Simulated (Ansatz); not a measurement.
# FH3NSi: the cost of one run

Program: the Python package of Ansatz 0.2.0. The levels of theory stand in the script. These are calculated values, not measurements.

## 1. The structure

Bond lengths: N1–Si2 1.652 Å, Si2–F3 1.578 Å, N1–H4 1.076 Å, N1–H5 1.010 Å, Si2–H6 1.487 Å. Angles: N1–Si2–F3 101.9°, N1–Si2–H6 106.6°, F3–Si2–H6 108.1°, Si2–N1–H4 106.6°, Si2–N1–H5 112.8°, H4–N1–H5 101.7°.

The script holds or builds the structure itself.

## 2. The code

Contents of basis_fh3nsi.py:

```python
"""Basis-set convergence for FH3NSi."""

import warnings

import ansatz as az

warnings.simplefilter("ignore", az.DeckWarning)

geometry_ang = [
    ("N", (-0.6817, -0.0807, -0.6474)),
    ("Si", (0.1297, -0.6062, 0.6923)),
    ("F", (1.6312, -0.3265, 0.2952)),
    ("H", (-0.5678, 0.9887, -0.6762)),
    ("H", (-0.2348, -0.3569, -1.5097)),
    ("H", (-0.2345, 0.3178, 1.7996)),
]
system = az.Crystal.molecule()
for symbol, xyz in geometry_ang:
    system = system.atom(symbol, xyz)

job = system.calculation().functional("PBE0").spin("collinear", total=1)

energies = {}
for basis in ["STO-3G", "6-31G", "6-31G*", "def2-SVP", "def2-SVPD", "def2-TZVP", "def2-TZVPP"]:
    data = job.basis(gaussian=basis).run().report
    size = data["n_frozen"] + data["n_occupied"][0] + data["n_virtual"][0]
    energies[basis] = (data["reference_energy_ev"] / 27.211386246, data["free_energy_ev"] / 27.211386246)
    print(f"{basis:14s} {size:4d} orbitals  reference {energies[basis][0]:14.6f} Ha  total {energies[basis][1]:14.6f} Ha")

last = energies["def2-TZVPP"][1]
for basis, (_, total) in energies.items():
    print(f"{basis:14s} lies {27.211386 * (total - last):9.4f} eV above def2-TZVPP")
```

## 3. Launch

The run is started by

```
$ python basis_fh3nsi.py
```

Q: Estimate wall time and peak memory on 1 thread of Arm Neoverse V1, shared host.

About 19 s, with a peak of 0.33 GiB.
